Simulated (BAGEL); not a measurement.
# CH2O2 (formic acid): a chain of runs

Wanted: the energy (HF/def2-SVP), then a single-point energy (NEVPT2(2,2)/def2-SVP), then the energy (CASPT2(2,2)/def2-SVP) of CH2O2 (formic acid). 

The results are computed with BAGEL 1.2.2.

1 further run of the same task is left out (set aside as unsound or not needed).

**1. The system as given**

CH2O2: 5 atoms, total charge 0, spin state singlet. SMILES: `O=CO`. The C2–O3 distance was set to 3.071 Å, away from the relaxed value. At this shape a bond of the SMILES string is far longer than usual.

Bond lengths: O1–C2 1.194 Å, C2–H4 1.099 Å, O3–H5 0.969 Å. Angles: O1–C2–H4 125.1°.

**2. A single-point energy at HF/def2-SVP (density fitting with svp-jkfit) (run 1)**

Input file hf.json:

```json
{ "bagel": [

{
  "title": "molecule",
  "basis": "svp",
  "df_basis": "svp-jkfit",
  "angstrom": true,
  "geometry": [
    { "atom": "O", "xyz": [   -1.281333,   -1.674402,    2.013949 ] },
    { "atom": "C", "xyz": [   -1.125083,   -1.595912,    0.832649 ] },
    { "atom": "O", "xyz": [    0.456980,    0.613310,   -0.598030 ] },
    { "atom": "H", "xyz": [   -1.525973,   -2.303712,    0.093579 ] },
    { "atom": "H", "xyz": [    0.792790,    1.214660,    0.083770 ] }
  ]
},
{
  "title": "hf"
},
{
  "title": "print",
  "file": "orbitals.molden",
  "orbitals": true
}

]}
```

Started as:

```console
$ BAGEL_NUM_THREADS=1 BAGEL hf.json > hf.out
```

The program printed:

```text
* using 1 threads per process

  ===============================================================
  ===============================================================

  *** Geometry ***

  { "atom" : "O", "xyz" : [     -2.421368,     -3.164161,      3.805812 ] },
  { "atom" : "C", "xyz" : [     -2.126099,     -3.015837,      1.573479 ] },
  { "atom" : "O", "xyz" : [      0.863567,      1.158988,     -1.130113 ] },
  { "atom" : "H", "xyz" : [     -2.883671,     -4.353385,      0.176839 ] },
  { "atom" : "H", "xyz" : [      1.498156,      2.295375,      0.158302 ] },

  Number of auxiliary basis functions:      265

  Since a DF basis is specified, we compute 2- and 3-index integrals:
    o Being stored without compression. Storage requirement is 0.006 GB

  Number of basis functions:       52
  Number of electrons      :       24

    * METHOD: MOLECULE                             0.05

  *** RHF ***

  === Nuclear Repulsion ===
    50.8613654279

      * DIIS with orbital gradients will be used.

  === RHF iteration (svp) ===
      0       -187.90695012          0.04098665           0.01
      1       -183.62167163          0.09092891           0.01
      2       -188.10237829          0.02807895           0.01
      3       -188.21771570          0.01575507           0.01
      4       -188.27333700          0.00888093           0.01
      5       -188.30585001          0.00378375           0.01
      6       -188.32039290          0.00186849           0.01
      7       -188.32330453          0.00182967           0.01
      8       -188.32414174          0.00087405           0.01
      9       -188.32442719          0.00027274           0.01
     10       -188.32446026          0.00010549           0.01
     11       -188.32446843          0.00004636           0.01
     12       -188.32447037          0.00001837           0.01
     13       -188.32447063          0.00000721           0.01
     14       -188.32447066          0.00000266           0.01
     15       -188.32447066          0.00000091           0.01
     16       -188.32447066          0.00000056           0.01
     17       -188.32447066          0.00000021           0.01
     18       -188.32447066          0.00000004           0.01
     19       -188.32447066          0.00000002           0.01
     20       -188.32447066          0.00000001           0.01
     21       -188.32447066          0.00000001           0.01
    * SCF iteration converged.

    * Permanent dipole moment:
           (    0.997107,     1.426862,    -0.644830) a.u.

    * METHOD: HF                                   0.24

    * METHOD: PRINT                                0.00

  ===============================================================
```

Wall time 0.42 s (1 thread of Arm Neoverse V2, shared host); peak memory 0.15 GiB.

**3. The energy at NEVPT2(2,2)/def2-SVP (density fitting with svp-jkfit) (run 2)**

Input file nevpt2.json:

```json
{ "bagel": [

{
  "title": "molecule",
  "basis": "svp",
  "df_basis": "svp-jkfit",
  "angstrom": true,
  "geometry": [
    { "atom": "O", "xyz": [   -1.281333,   -1.674402,    2.013949 ] },
    { "atom": "C", "xyz": [   -1.125083,   -1.595912,    0.832649 ] },
    { "atom": "O", "xyz": [    0.456980,    0.613310,   -0.598030 ] },
    { "atom": "H", "xyz": [   -1.525973,   -2.303712,    0.093579 ] },
    { "atom": "H", "xyz": [    0.792790,    1.214660,    0.083770 ] }
  ]
},
{ "title": "hf" },
{ "title": "casscf", "nstate": 1, "nact": 2, "nclosed": 11, "active": [12, 13], "maxiter": 200, "natocc": true },
{ "title": "nevpt2", "nstate": 1, "nact": 2, "nclosed": 11, "active": [12, 13], "maxiter": 200, "natocc": true, "ncore": 3 },
{ "title": "print", "file": "orbitals.molden", "orbitals": true }

]}
```

Started as:

```console
$ BAGEL_NUM_THREADS=1 BAGEL nevpt2.json > nevpt2.out
```

The program printed:

```text
* using 1 threads per process

  ===============================================================
  ===============================================================

  *** Geometry ***

  { "atom" : "O", "xyz" : [     -2.421368,     -3.164161,      3.805812 ] },
  { "atom" : "C", "xyz" : [     -2.126099,     -3.015837,      1.573479 ] },
  { "atom" : "O", "xyz" : [      0.863567,      1.158988,     -1.130113 ] },
  { "atom" : "H", "xyz" : [     -2.883671,     -4.353385,      0.176839 ] },
  { "atom" : "H", "xyz" : [      1.498156,      2.295375,      0.158302 ] },

  Number of auxiliary basis functions:      265

  Since a DF basis is specified, we compute 2- and 3-index integrals:
    o Being stored without compression. Storage requirement is 0.006 GB

  Number of basis functions:       52
  Number of electrons      :       24

    * METHOD: MOLECULE                             0.05

  *** RHF ***

  === Nuclear Repulsion ===
    50.8613654279

      * DIIS with orbital gradients will be used.

  === RHF iteration (svp) ===
      0       -187.90695012          0.04098665           0.01
      1       -183.62167163          0.09092891           0.01
      2       -188.10237829          0.02807895           0.01
      3       -188.21771570          0.01575507           0.01
      4       -188.27333700          0.00888093           0.01
      5       -188.30585001          0.00378375           0.01
[... 14 lines of this table left out ...]
     20       -188.32447066          0.00000001           0.01
     21       -188.32447066          0.00000001           0.01
    * SCF iteration converged.

    * Permanent dipole moment:
           (    0.997107,     1.426862,    -0.644830) a.u.

    * METHOD: HF                                   0.25

  ---------------------------
      CASSCF calculation
  ---------------------------

    ==== Active orbitals : =====
         Orbital 12
         Orbital 13
    ============================

    * nstate   :      1
    * nclosed  :     11
    * nact     :      2
    * nvirt    :     39
  === CASSCF iteration (svp) ===

    * Using the second-order algorithm

      0  0      -188.44391961     2.27e-02      0.01

      1  0      -188.47695189     1.71e-03      0.07

      2  0      -188.47730958     3.18e-04      0.07

[... 11 lines of this table left out ...]

      9  0      -188.47732124     5.98e-09      0.05

    * Second-order optimization converged. *

     guess   0:   closed 1.                   open ..

  === FCI iteration ===

      0  0      -188.29101903     1.22e-01      0.00
      1  0      -188.46408233     3.67e-02      0.00
      2  0 *    -188.47732124     3.14e-16      0.00

     * ci vector, state   0, <S^2> = 0.0000
       2.     0.7860281725
       .2    -0.6181906762

    * METHOD: CASSCF                               0.62

    * freezing 3 orbitals

  === DF-NEVPT2 calculation ===

    * 3-index integral transformation done
    * assembly done

      NEVPT2 correlation energy:   -0.4569931220      0.04

          (+0)     -0.3309256870
          (+0)'    -0.0179362353
          (+1)     -0.0409756841
          (+1)'    -0.0000000000
          (+2)     -0.0002285003
          (-1)     -0.0667921848
          (-1)'     0.0000000000
          (-2)     -0.0001348305

      NEVPT2 total energy:       -188.9343143641

    * METHOD: NEVPT2                               0.06

    * METHOD: PRINT                                0.00

  ===============================================================
```

It took 1.1 s on 1 thread of Arm Neoverse V2, shared host; peak memory 0.15 GiB.

**4. A single-point energy at CASPT2(2,2)/def2-SVP (density fitting with svp-jkfit) (run 3)**

Input file job.json:

```json
{ "bagel" : [

{
  "title" : "molecule",
  "basis" : "svp",
  "df_basis" : "svp-jkfit",
  "angstrom" : true,
  "geometry" : [
    { "atom" : "O", "xyz" : [   -1.281333,   -1.674402,    2.013949 ] },
    { "atom" : "C", "xyz" : [   -1.125083,   -1.595912,    0.832649 ] },
    { "atom" : "O", "xyz" : [    0.456980,    0.613310,   -0.598030 ] },
    { "atom" : "H", "xyz" : [   -1.525973,   -2.303712,    0.093579 ] },
    { "atom" : "H", "xyz" : [    0.792790,    1.214660,    0.083770 ] }
  ]
},
{
  "title" : "hf"
},
{
  "title" : "casscf",
  "nstate" : 1,
  "nact" : 2,
  "nclosed" : 11,
  "active" : [12, 13],
  "maxiter" : 200,
  "natocc" : true
},
{
  "title" : "print",
  "file" : "orbitals.molden",
  "orbitals" : true
},
{
  "title" : "smith",
  "method" : "caspt2",
  "ms" : true,
  "xms" : true,
  "sssr" : true,
  "shift" : 0.2,
  "shift_imag" : true,
  "ncore" : 3
}

]}
```

Started as:

```console
$ BAGEL_NUM_THREADS=1 BAGEL job.json > job.out
```

The program printed:

```text
* using 1 threads per process

  ===============================================================
  ===============================================================

  *** Geometry ***

  { "atom" : "O", "xyz" : [     -2.421368,     -3.164161,      3.805812 ] },
  { "atom" : "C", "xyz" : [     -2.126099,     -3.015837,      1.573479 ] },
  { "atom" : "O", "xyz" : [      0.863567,      1.158988,     -1.130113 ] },
  { "atom" : "H", "xyz" : [     -2.883671,     -4.353385,      0.176839 ] },
  { "atom" : "H", "xyz" : [      1.498156,      2.295375,      0.158302 ] },

  Number of auxiliary basis functions:      265

  Since a DF basis is specified, we compute 2- and 3-index integrals:
    o Being stored without compression. Storage requirement is 0.006 GB

  Number of basis functions:       52
  Number of electrons      :       24

    * METHOD: MOLECULE                             0.05

  *** RHF ***

  === Nuclear Repulsion ===
    50.8613654279

      * DIIS with orbital gradients will be used.

[... 6 lines left out ...]
    * SCF iteration converged.
[... 1 line left out ...]
    * Permanent dipole moment:
[... 27 lines left out ...]
    * Second-order optimization converged. *
[... 9 lines left out ...]
     * ci vector, state   0, <S^2> = 0.0000
[... 16 lines left out ...]
    * Zeroth order energy : state  0       -0.3928621388

    * CASPT2 iteration is performed using orthogonal basis

      -------------------------------------------  CASPT2 iteration  ---------------------------------------------------
       #      aibj      arbs      arbi      airj      risj      airs      arst      rist         Etot      error   time
      ------------------------------------------------------------------------------------------------------------------

       0  -0.32959  -0.00017  -0.07254  -0.04570  -0.00040  -0.01804   0.00000  -0.00000   -0.4664389  0.0009006   0.02
       1  -0.32960  -0.00017  -0.07260  -0.04574  -0.00040  -0.01811  -0.00000   0.00000   -0.4666258  0.0000762   0.02
       2  -0.32960  -0.00017  -0.07260  -0.04574  -0.00040  -0.01811  -0.00000  -0.00000   -0.4666273  0.0000077   0.02
       3  -0.32960  -0.00017  -0.07260  -0.04574  -0.00040  -0.01811  -0.00000  -0.00000   -0.4666273  0.0000010   0.02
       4  -0.32960  -0.00017  -0.07260  -0.04574  -0.00040  -0.01811   0.00000  -0.00000   -0.4666273  0.0000001   0.02

      ------------------------------------------------------------------------------------------------------------------

    * CASPT2 energy : state  0     -188.9462398857
        w/o shift correction       -188.9439485892
        reference weight              0.8747860911

    * METHOD: SMITH                                0.13

  ===============================================================
```

Run time: 1.2 s. Hardware: 1 thread of Arm Neoverse V2, shared host; peak memory 0.15 GiB.

**5. Outcome**

| quantity | value |
| --- | --- |
| run 1, HF/def2-SVP: total energy | -188.32447 Eh |
| run 1, HF/def2-SVP: dipole moment | 4.72 D |
| run 1, HF/def2-SVP: HOMO energy | -8.31 eV |
| run 1, HF/def2-SVP: LUMO energy | -1.67 eV |
| run 1, HF/def2-SVP: HOMO–LUMO gap | 6.64 eV |
| run 2, NEVPT2(2,2)/def2-SVP: total energy | -188.93431 Eh |
| run 3, CASPT2(2,2)/def2-SVP: total energy | -188.94624 Eh |

One bond (run 1, HF/def2-SVP) is far stretched, which a spin-restricted single reference describes badly; a broken-symmetry solution may lie lower.
